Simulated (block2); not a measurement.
# C2HF (fluoroacetylene) at DMRG/STO-6G

What is the energy change on altering one bond length of C2HF (fluoroacetylene) at DMRG/STO-6G? 

The calculation is run with block2 0.5.4.

5 further runs of the same task are left out: 3 that didn't finish, 2 set aside as unsound or not needed. Runs told in other sessions of the task aren't counted.

**1. The molecule**

C2HF has 4 atoms, charge 0, and is taken as a singlet. As SMILES, `C#CF`. Geometry: relaxed at PBE0-D4/def2-TZVP.

Bond lengths: C1–C2 1.192 Å, C2–F3 1.270 Å, C1–H4 1.063 Å. Angles: C1–C2–F3 180.0°, C2–C1–H4 180.0°.

**2. The energy at DMRG/STO-6G**

File integrals.py:

```python
from pyscf import ao2mo, cc, dft, gto, mcscf, mp, scf
from pyscf.tools import fcidump

geom = """
C     -0.361030     0.453110    -0.290220
C      0.303270    -0.380840     0.243810
F      1.010600    -1.269010     0.812300
H     -0.952830     1.196740    -0.765890
"""
mol = gto.M(
    atom=geom,
    basis="sto-6g",
    charge=0,
    spin=0,
    verbose=4,
    max_memory=2000,
)
print("nao                            = %d" % (mol.nao))
mf = scf.RHF(mol)
mf.conv_tol = 1e-10
mf.max_cycle = 200
mf.kernel()
if not mf.converged:
    mf = mf.newton().run(mf.mo_coeff, mf.mo_occ)
print("SCF energy                     = %.10f" % (mf.e_tot))
# MP2, CCSD and CCSD(T) with the same frozen core
ref = mf
pt = mp.MP2(ref, frozen=3).run()
mycc = cc.CCSD(ref, frozen=3)
mycc.max_cycle = 150
mycc.kernel()
print(f"MP2 total energy               = {pt.e_tot:.10f}")
if mycc.converged:
    print("CCSD total energy              = %.10f" % (mycc.e_tot))
    print(f"CCSD(T) total energy           = {mycc.e_tot + mycc.ccsd_t():.10f}")
    print("T1 diagnostic                  = %.4f" % (mycc.get_t1_diagnostic()))
# a few density functionals on the same geometry and basis
ks = dft.RKS(mol, xc="r2scan").set(conv_tol=1e-9, verbose=3).run()
if ks.converged:
    print(f"E(r2SCAN)                      = {ks.e_tot:.8f}")
ks = dft.RKS(mol, xc="blyp").set(conv_tol=1e-9, verbose=3).run()
if ks.converged:
    print("E(BLYP)                        = %.8f" % (ks.e_tot))
ks = dft.RKS(mol, xc="pbe").set(conv_tol=1e-9, verbose=3).run()
if ks.converged:
    print("E(PBE)                         = %.8f" % (ks.e_tot))
ks = dft.RKS(mol, xc="pbe0").set(conv_tol=1e-9, verbose=3).run()
if ks.converged:
    print(f"E(PBE0)                        = {ks.e_tot:.8f}")
# rotate to MP2 natural orbitals
occ_no, mo = mcscf.addons.make_natural_orbitals(mp.MP2(mf, frozen=3).run())
mf.mo_coeff = mo
# FCIDUMP for the DMRG program
cas = mcscf.CASCI(mf, 13, 16)
h1, ecore = cas.get_h1eff()
fcidump.from_integrals("FCIDUMP", h1, cas.get_h2eff(), 13, 16, nuc=ecore, ms=0)
# exact diagonalisation in the same space
ci = mcscf.CASCI(mf, 13, (8, 8))
ci.fix_spin_(ss=0)
ci.fcisolver.conv_tol = 1e-10
ci.fcisolver.max_cycle = 200
ci.kernel()
print("exact diagonalisation          = %.10f" % (ci.e_tot))
```

File block.conf:

```
sym c1
orbitals FCIDUMP
nelec 16
spin 0
irrep 1
occ 2 2 2 2 2 2 2 2 0 0 0 0 0
cbias 0.1
schedule
0 75 1E-07 1E-04
3 112 1E-07 1E-04
5 150 1E-07 1E-05
8 150 1E-08 0.0
end
maxiter 14
sweep_tol 1E-06
gaopt default
mem 1g
num_thrds 1
prefix ./tmp
outputlevel 1
```

On the command line:

```bash
$ python integrals.py && block2main block.conf
```

Standard output:

```text
$ python integrals.py

[INPUT] verbose = 4
[INPUT] num. atoms = 4
[INPUT] num. electrons = 22
[INPUT] charge = 0
[INPUT] spin (= nelec alpha-beta = 2S) = 0
[INPUT] symmetry False subgroup None
[INPUT] Mole.unit = angstrom
[INPUT] Symbol           X                Y                Z      unit          X                Y                Z       unit  Magmom
[INPUT]  1 C     -0.361030000000   0.453110000000  -0.290220000000 AA   -0.682247822752   0.856253804302  -0.548436315871 Bohr   0.0
[INPUT]  2 C      0.303270000000  -0.380840000000   0.243810000000 AA    0.573097241797  -0.719683297279   0.460734126430 Bohr   0.0
[INPUT]  3 F      1.010600000000  -1.269010000000   0.812300000000 AA    1.909757221485  -2.398081349334   1.535024530984 Bohr   0.0
[INPUT]  4 H     -0.952830000000   1.196740000000  -0.765890000000 AA   -1.800587743269   2.261510842312  -1.447322341543 Bohr   0.0

nuclear repulsion = 55.8320941955802
number of shells = 10
number of NR pGTOs = 96
number of NR cGTOs = 16
basis = sto-6g
ecp = {}
CPU time:         0.40
nao                            = 16

******** <class 'pyscf.scf.hf.RHF'> ********
method = RHF
initial guess = minao
damping factor = 0
level_shift factor = 0
DIIS = <class 'pyscf.scf.diis.CDIIS'>
diis_start_cycle = 1
diis_space = 8
diis_damp = 0
SCF conv_tol = 1e-10
SCF conv_tol_grad = None
SCF max_cycles = 200
direct_scf = True
direct_scf_tol = 1e-13
chkfile to save SCF result = tmp37ij4si8
max_memory 2000 MB (current use 108 MB)
[... 23 lines left out ...]
converged SCF energy = -174.972458025313
SCF energy                     = -174.9724580253
[... 22 lines left out ...]
Init t2, MP2 energy = -175.134857171803  E_corr(MP2) -0.162399146489805
[... 12 lines left out ...]
CCSD converged
[... 1 line left out ...]
MP2 total energy               = -175.1348571732
CCSD total energy              = -175.1548628813
[... 1 line left out ...]
CCSD(T) total energy           = -175.1582476432
[... 10 lines left out ...]
converged SCF energy = -175.765655403117
[... 10 lines left out ...]
converged SCF energy = -175.766178248483
[... 10 lines left out ...]
converged SCF energy = -175.633523885358
[... 10 lines left out ...]
converged SCF energy = -175.654675795577
[... 15 lines left out ...]
sorting_mo_energy = False
[... 15 lines left out ...]
CASCI converged
[... 37 lines left out ...]
integral sym error =            0
[... 4 lines left out ...]
build mpo start ...
build mpo finished ... Tread = 0.000 Twrite = 0.000 T = 0.010
simpl mpo start ...
simpl mpo finished ... Tread = 0.000 Twrite = 0.000 T = 0.035
GS MPO BOND DIMS =      18    25    36    51    70    93    93    70    51    36    25    18     1
build 1pdm mpo 1.49849994701799
build identity mpo 1.499494591000257
memory usage =  171 MB
para mpo finished 1.499979115993483
env init finished 1.6417199260031339

Sweep =    0 | Direction =  forward | Bond dimension =   75 | Noise =  1.00e-04 | Dav threshold =  1.00e-07
Time elapsed =      0.610 | E =    -174.7204622011 | DW = 1.63332e-07

Sweep =    1 | Direction = backward | Bond dimension =   75 | Noise =  1.00e-04 | Dav threshold =  1.00e-07
Time elapsed =      1.476 | E =    -175.1574730375 | DE = -4.37e-01 | DW = 2.28572e-05

Sweep =    2 | Direction =  forward | Bond dimension =   75 | Noise =  1.00e-04 | Dav threshold =  1.00e-07
Time elapsed =      2.261 | E =    -175.1595071469 | DE = -2.03e-03 | DW = 3.16490e-05

Sweep =    3 | Direction = backward | Bond dimension =  112 | Noise =  1.00e-04 | Dav threshold =  1.00e-07
Time elapsed =      3.274 | E =    -175.1599572474 | DE = -4.50e-04 | DW = 1.31468e-05

Sweep =    4 | Direction =  forward | Bond dimension =  112 | Noise =  1.00e-04 | Dav threshold =  1.00e-07
Time elapsed =      4.531 | E =    -175.1600172705 | DE = -6.00e-05 | DW = 1.59337e-05

Sweep =    5 | Direction = backward | Bond dimension =  150 | Noise =  1.00e-05 | Dav threshold =  1.00e-07
Time elapsed =      6.336 | E =    -175.1601042390 | DE = -8.70e-05 | DW = 4.98709e-06

Sweep =    6 | Direction =  forward | Bond dimension =  150 | Noise =  1.00e-05 | Dav threshold =  1.00e-07
Time elapsed =      8.313 | E =    -175.1601053391 | DE = -1.10e-06 | DW = 5.07821e-06

Sweep =    7 | Direction = backward | Bond dimension =  150 | Noise =  1.00e-05 | Dav threshold =  1.00e-07
Time elapsed =     10.299 | E =    -175.1601081082 | DE = -2.77e-06 | DW = 5.18358e-06

Sweep =    8 | Direction =  forward | Bond dimension =  150 | Noise =  0.00e+00 | Dav threshold =  1.00e-08
Time elapsed =     12.453 | E =    -175.1601081225 | DE = -1.42e-08 | DW = 4.46555e-06

Final canonical form =  LLLLLLLLLLLLC 11
DMRG Energy = -175.160108122484161
```

Wall time 64 s (1 thread of Arm Neoverse V2, shared host); peak memory 0.48 GiB.

**3. The distorted shape: the energy at DMRG/STO-6G**

File make_fcidump.py:

```python
import numpy as np
from pyscf import ao2mo, cc, dft, gto, lo, mcscf, mp, scf
from pyscf.tools import fcidump

mol = gto.M(atom="""
C      0.349136    -0.439254     0.280589
C      1.013436    -1.273204     0.814619
F      1.720766    -2.161374     1.383109
H     -0.952830     1.196740    -0.765890
""", basis="sto-6g", spin=0, verbose=3, max_memory=2000)
print("basis functions: %d" % (mol.nao))
mf = scf.RHF(mol)
mf.conv_tol = 1e-10
mf.max_cycle = 200
mf.kernel()
if not mf.converged:
    mf = mf.newton().run(mf.mo_coeff, mf.mo_occ)
print("E(HF): %.10f" % (mf.e_tot))
ref = mf
pt = mp.MP2(ref, frozen=3).run()
mycc = cc.CCSD(ref, frozen=3)
mycc.max_cycle = 150
mycc.kernel()
print(f"MP2 total energy: {pt.e_tot:.10f}")
if mycc.converged:
    print(f"E(CCSD): {mycc.e_tot:.10f}")
    print("CCSD(T) total energy: %.10f" % (mycc.e_tot + mycc.ccsd_t()))
    print(f"T1 diagnostic: {mycc.get_t1_diagnostic():.4f}")
ks = dft.RKS(mol, xc="r2scan").set(conv_tol=1e-9, verbose=3).run()
if ks.converged:
    print(f"E(r2SCAN): {ks.e_tot:.8f}")
ks = dft.RKS(mol, xc="blyp").set(conv_tol=1e-9, verbose=3).run()
if ks.converged:
    print("E(BLYP): %.8f" % (ks.e_tot))
ks = dft.RKS(mol, xc="pbe").set(conv_tol=1e-9, verbose=3).run()
if ks.converged:
    print(f"E(PBE): {ks.e_tot:.8f}")
ks = dft.RKS(mol, xc="pbe0").set(conv_tol=1e-9, verbose=3).run()
if ks.converged:
    print(f"E(PBE0): {ks.e_tot:.8f}")
mo = mf.mo_coeff.copy()
for a, b in ((3, 11), (11, 16)):
    if b - a > 1:
        mo[:, a:b] = lo.PM(mol, mo[:, a:b]).kernel()
mf.mo_coeff = mo
cas = mcscf.CASCI(mf, 13, 16)
h1, ecore = cas.get_h1eff()
fcidump.from_integrals("FCIDUMP", h1, cas.get_h2eff(), 13, 16, nuc=ecore, ms=0)
ci = mcscf.CASCI(mf, 13, (8, 8))
ci.fix_spin_(ss=0)
ci.fcisolver.conv_tol = 1e-10
ci.fcisolver.max_cycle = 200
ci.kernel()
print("FCI energy: %.10f" % (ci.e_tot))
```

File input.conf:

```
sym c1
orbitals FCIDUMP
nelec 16
spin 0
irrep 1
occ 2 2 2 2 2 2 2 2 0 0 0 0 0
cbias 0.1
schedule
0 37 1E-09 1E-04
2 75 1E-09 1E-04
5 150 1E-09 1E-05
7 150 1E-10 0.0
end
maxiter 13
sweep_tol 1E-07
fiedler
mem 2g
num_thrds 1
prefix ./tmp
outputlevel 1
```

On the command line:

```bash
$ python make_fcidump.py && block2main input.conf
```

Standard output:

```text
$ python make_fcidump.py
basis functions: 16
converged SCF energy = -174.635422249073
E(HF): -174.6354222491
E(RMP2) = -174.872127586976  E_corr = -0.236705337902878
E(SCS-RMP2) = -174.884088105284  E_corr = -0.248665856211006
E(CCSD) = -174.9459193441809  E_corr = -0.3104970951075236
MP2 total energy: -174.8721275870
E(CCSD): -174.9459193442
CCSD(T) correction = -0.0102857281750391
CCSD(T) total energy: -174.9562050724
T1 diagnostic: 0.0303
converged SCF energy = -175.504462236233
E(r2SCAN): -175.50446224
converged SCF energy = -175.527643960103
E(BLYP): -175.52764396
converged SCF energy = -175.387905724711
E(PBE): -175.38790572
converged SCF energy = -175.381943789103
E(PBE0): -175.38194379
CASCI E = -174.954331460361  E(CI) = -61.9057563573513  S^2 = 0.0000000
FCI energy: -174.9543314604

$ block2main input.conf

********************************** INPUT START **********************************
sym                                                             c1
orbitals                                                   FCIDUMP
nelec                                                           16
spin                                                             0
irrep                                                            1
occ                                      2 2 2 2 2 2 2 2 0 0 0 0 0
cbias                                                          0.1
maxiter                                                         13
sweep_tol                                                    1E-07
fiedler
mem                                                             2g
num_thrds                                                        1
prefix                                                       ./tmp
outputlevel                                                      1
schedule                  Sweep   0-   1 : Mmps =    37 Noise =    0.0001 DavTol =     1e-09
                          Sweep   2-   4 : Mmps =    75 Noise =    0.0001 DavTol =     1e-09
                          Sweep   5-   6 : Mmps =   150 Noise =     1e-05 DavTol =     1e-09
                          Sweep   7-  12 : Mmps =   150 Noise =         0 DavTol =     1e-10
********************************** INPUT END   **********************************

SPIN ADAPTED - REAL DOMAIN - DOUBLE PREC
qc mpo type =  QCTypes.Conventional
 UseMainStack = 0 MinDiskUsage = 1 MinMemUsage = 0 IBuf = 0 OBuf = 0
 FPCompression: prec = 1.00e-16 chunk = 1024
 IMain = 0 B / 134 MB DMain = 0 B / 687 MB ISeco = 0 B / 57.2 MB DSeco = 0 B / 1.01 GB
 OpenMP = 1 TBB = 0 BLIS = 0 MKL = NONE  SeqType = Tasked AlignType = None MKLIntLen = 4
 THREADING = 2 layers : Global | Operator BatchedGEMM
 NUMBER : Global = 1 Operator = 1 Quanta = 0 MKL = 1
 COMPLEX = 1 SINGLE-PREC = 1 KSYMM = 0
using fiedler reorder =  [ 8  5 12  1  7  6  9 10 11  2  3  4  0]
read integral finished 0.007940848998259753
integral sym error =            0
MinMPOMemUsage =  False
MPS =  CCRRRRRRRRRRR 0 2 < N=16 S=0 PG=0 >
GS INIT MPS BOND DIMS =       1     3    10    35    44    50    52    52    50    44    35    10     3     1
pre-mpo memory usage =  156 MB
build mpo start ...
build mpo finished ... Tread = 0.000 Twrite = 0.000 T = 0.010
simpl mpo start ...
simpl mpo finished ... Tread = 0.000 Twrite = 0.000 T = 0.035
GS MPO BOND DIMS =      18    25    36    51    70    93    93    70    51    36    25    18     1
build 1pdm mpo 0.07500846101902425
build identity mpo 0.07603283700882457
memory usage =  170 MB
para mpo finished 0.07656627299729735
env init finished 0.17257719702320173

Sweep =    0 | Direction =  forward | Bond dimension =   37 | Noise =  1.00e-04 | Dav threshold =  1.00e-09
Time elapsed =      0.555 | E =    -174.4540171257 | DW = 1.39178e-04

Sweep =    1 | Direction = backward | Bond dimension =   37 | Noise =  1.00e-04 | Dav threshold =  1.00e-09
Time elapsed =      0.953 | E =    -174.9370614941 | DE = -4.83e-01 | DW = 5.35648e-05

Sweep =    2 | Direction =  forward | Bond dimension =   75 | Noise =  1.00e-04 | Dav threshold =  1.00e-09
Time elapsed =      1.564 | E =    -174.9525888888 | DE = -1.55e-02 | DW = 1.69645e-05

Sweep =    3 | Direction = backward | Bond dimension =   75 | Noise =  1.00e-04 | Dav threshold =  1.00e-09
Time elapsed =      2.532 | E =    -174.9535753627 | DE = -9.86e-04 | DW = 7.60391e-05

Sweep =    4 | Direction =  forward | Bond dimension =   75 | Noise =  1.00e-04 | Dav threshold =  1.00e-09
Time elapsed =      3.390 | E =    -174.9538613516 | DE = -2.86e-04 | DW = 9.95771e-05

Sweep =    5 | Direction = backward | Bond dimension =  150 | Noise =  1.00e-05 | Dav threshold =  1.00e-09
Time elapsed =      5.462 | E =    -174.9542204647 | DE = -3.59e-04 | DW = 4.68476e-06

Sweep =    6 | Direction =  forward | Bond dimension =  150 | Noise =  1.00e-05 | Dav threshold =  1.00e-09
Time elapsed =      8.754 | E =    -174.9542848877 | DE = -6.44e-05 | DW = 1.27923e-05

Sweep =    7 | Direction = backward | Bond dimension =  150 | Noise =  0.00e+00 | Dav threshold =  1.00e-10
Time elapsed =     12.233 | E =    -174.9543048118 | DE = -1.99e-05 | DW = 1.20326e-05

Sweep =    8 | Direction =  forward | Bond dimension =  150 | Noise =  0.00e+00 | Dav threshold =  1.00e-10
Time elapsed =     15.539 | E =    -174.9543082814 | DE = -3.47e-06 | DW = 1.23527e-05

Sweep =    9 | Direction = backward | Bond dimension =  150 | Noise =  0.00e+00 | Dav threshold =  1.00e-10
Time elapsed =     18.897 | E =    -174.9543087176 | DE = -4.36e-07 | DW = 1.23487e-05

Sweep =   10 | Direction =  forward | Bond dimension =  150 | Noise =  0.00e+00 | Dav threshold =  1.00e-10
Time elapsed =     22.179 | E =    -174.9543085164 | DE = 2.01e-07 | DW = 1.22809e-05

Sweep =   11 | Direction = backward | Bond dimension =  150 | Noise =  0.00e+00 | Dav threshold =  1.00e-10
Time elapsed =     25.525 | E =    -174.9543085201 | DE = -3.69e-09 | DW = 1.22807e-05

Final canonical form =  CRRRRRRRRRRRR 0
DMRG Energy = -174.954308520102927
```

It took 96 s on 1 thread of Arm Neoverse V2, shared host; peak memory 0.48 GiB.

**4. Outcome**

Level: DMRG/STO-6G, 3 core orbitals frozen.

| quantity | value |
| --- | --- |
| run 1, DMRG/STO-6G: total energy | -175.16011 Eh |
| run 1, DMRG/STO-6G: T1 diagnostic of the CCSD step | 0.008 |
| distorted shape: total energy | -174.95431 Eh |
| distorted shape: T1 diagnostic of the CCSD step | 0.030 |
| energy change with the C1–H4 bond stretched from 1.063 to 2.338 Å | 5.600 eV |

**Reading.** With the C1–H4 bond stretched from 1.063 to 2.338 Å the energy rises by 5.60 eV (540 kJ/mol). The first shape isn't relaxed at this level, so the change isn't measured from a minimum. The minimal basis adds a large error of its own. The T1 diagnostic (distorted shape) of 0.030 is above the customary mark for such species, so a single reference may not serve.
